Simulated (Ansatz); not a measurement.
**Heat of formation of C3H7Cl (1-chloropropane) from total energies**

C3H7Cl has 11 atoms, charge 0, and is taken as a singlet. As SMILES, `CCCCl`. The shape is that of a PBE0-D4/def2-TZVP optimisation. This is one conformer, not always the lowest.

Total energies at BLYP/6-31G* (spherical functions) (Ansatz 0.2.0); the atoms run unrestricted:

```tsv
species	state	energy (Eh)
C3H7Cl	singlet	-578.624451
C	triplet	-37.829991
Cl	doublet	-460.113413
H	doublet	-0.495446
```

Harmonic wavenumbers at PBE0-D4/def2-TZVP, in cm⁻¹: 137, 215, 295, 424, 678, 796, 873, 911, 1057, 1088, 1116, 1238, 1281, 1331, 1378, 1410, 1468, 1475, 1492, 1498, 3039, 3052, 3081, 3095, 3125, 3138, 3151.

Measured heats of formation of the gaseous atoms at 298.15 K, in kJ/mol: C 716.9, Cl 121.3, H 218.0. Spin-orbit lowering of the atoms at 298 K (mean of the ground term's levels less their thermal mean, from spectra), in kJ/mol: C 0.02, Cl 3.44. Take 1 Eh = 2625.50 kJ/mol, 1 cm⁻¹ = 0.0119627 kJ/mol, RT = 2.479 kJ/mol.

Q: What heat of formation follows?

A: 
1. Electronic atomisation energy: 3 × (-37.829991) + (-460.113413) + 7 × (-0.495446) − (-578.624451) = 1.552943 Eh = 4077.3 kJ/mol.
2. Zero-point energy: half the sum of the wavenumbers, 20921 cm⁻¹ = 250.3 kJ/mol.
3. Thermal vibrational enthalpy, Σ hcν̃/(exp(hcν̃/kT) − 1): 6.3 kJ/mol. Translation, rotation and pV of a non-linear molecule: 4 RT = 9.9 kJ/mol.
4. The 11 free atoms carry 5/2 RT each: 68.2 kJ/mol.
5. Spin-orbit coupling lowers the free atoms by 3 × 0.02 + 3.44 = 3.5 kJ/mol.
6. Atomisation enthalpy at 298 K: 4077.3 − 3.5 − 250.3 − 6.3 − 9.9 + 68.2 = 3875.5 kJ/mol.
7. Sum of the atoms' heats of formation: 3798.0 kJ/mol. Heat of formation: 3798.0 − 3875.5 = -77.5 kJ/mol.

The tabulated value is -131.9 kJ/mol (CRC Handbook of Chemistry and Physics), so this level is off by +54.4 kJ/mol, or 1.4 % of the atomisation enthalpy. Anharmonicity and any spin-orbit splitting of the molecule are left out.
